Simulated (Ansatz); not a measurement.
**Breaking a bond in NH (imidogen)**

NH: 2 atoms, total charge 0, spin state triplet. SMILES: `[NH]`. The bond length is the measured one.

```xyz
2

N     0.0000    0.0000    0.0000
H     0.0000    0.0000    1.0362
```

The N1–H2 distance is scanned; the parts on either side stay rigid. Basis 3-21G, 1 core orbital frozen in the correlated methods; program Ansatz 0.2.0. FCI is exact within this basis and core. Energies in eV from each method's value at 1.036 Å; open shells run as named. The shape above is that at 1.036 Å.

```json
{"distance (Å)": "1.036", "UPBE": "0.00", "UB3LYP": "0.00", "UBHLYP": "0.00", "UCCSDT(Q)": "0.00", "FCI": "0.00"}
{"distance (Å)": "1.295", "UPBE": "0.36", "UB3LYP": "0.43", "UBHLYP": "0.57", "UCCSDT(Q)": "0.38", "FCI": "0.38"}
{"distance (Å)": "1.554", "UPBE": "1.30", "UB3LYP": "1.43", "UBHLYP": "1.61", "UCCSDT(Q)": "1.17", "FCI": "1.17"}
{"distance (Å)": "2.072", "UPBE": "2.79", "UB3LYP": "2.79", "UBHLYP": "2.70", "UCCSDT(Q)": "2.18", "FCI": "2.18"}
{"distance (Å)": "2.590", "UPBE": "3.22", "UB3LYP": "3.17", "UBHLYP": "2.96", "UCCSDT(Q)": "2.43", "FCI": "2.43"}
```

Departure from the FCI curve at its largest: UPBE +0.79 eV at 2.59 Å; UB3LYP +0.74 eV at 2.59 Å; UBHLYP +0.53 eV at 2.59 Å; UCCSDT(Q) within 0.005 eV. For the functionals part of the departure is owed to the small basis.
